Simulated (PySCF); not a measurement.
(H3Si)2CH2, CH8Si2.
Bonds: Si1–C5, C5–Si6. Hydrogens: H2, H3, H4 on Si1; H10, H11 on C5; H7, H8, H9 on Si6.

The closed-shell ground state was solved at several levels (PySCF, density fitting, gas phase, non-relativistic). Geometry: PBE0-D3(BJ)/def2-SVP; no solvent, vibrations or thermal averaging.

```csv
level,basis functions,total energy (Eh),HOMO (eV),LUMO (eV),gap (eV),dipole (D)
wB97X-D/pcSseg-1,105,-621.8546,-10.72,2.19,12.91,0.80
wB97X-D/def2-SVPD,132,-621.6722,-10.66,1.78,12.44,0.83
```

(1) Estimate the row for PBE0/pcSseg-1, a basis of 105 functions; the other rows only guide the guess.

(2) Over all these levels, which gives the widest orbital gap and which the narrowest?

(3) How far do the dipole and the HOMO energy spread over the levels?

Answers

(1) Total energy -621.5669 Eh, HOMO -8.87 eV, LUMO 0.43 eV, gap 9.30 eV, dipole 0.81 D.

(2) wB97X-D/pcSseg-1 (range-separated hybrid) has the widest, 12.91 eV, and PBE0/pcSseg-1 (global hybrid, 25 % exact exchange) the narrowest, 9.30 eV. The two share the basis. From the narrowest to the widest the HOMO moves by -1.85 eV and the LUMO by +1.76 eV.

(3) The dipole runs from 0.80 to 0.83 D (mean 0.82 D) and the HOMO from -10.72 to -8.87 eV.

Note: wB97X-D ran without an empirical dispersion term, which enters the total energy and its gradient alone.
